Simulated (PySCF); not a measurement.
Cartesian coordinates (Å):
```xyz
3

O     -0.0009     0.3988     0.0000
H     -0.7536    -0.2011     0.0000
H      0.7545    -0.1978     0.0000
```
Charge 0, spin multiplicity 1.

**Question.** Predict the LUMO, dipole moment and HOMO–LUMO gap from PBE-D3(BJ)/def2-TZVP // PBE0-D3(BJ)/def2-SVP (PySCF).

**Answer.** 
- LUMO: -0.05 eV
- dipole moment: 2.05 D
- HOMO–LUMO gap: 6.93 eV
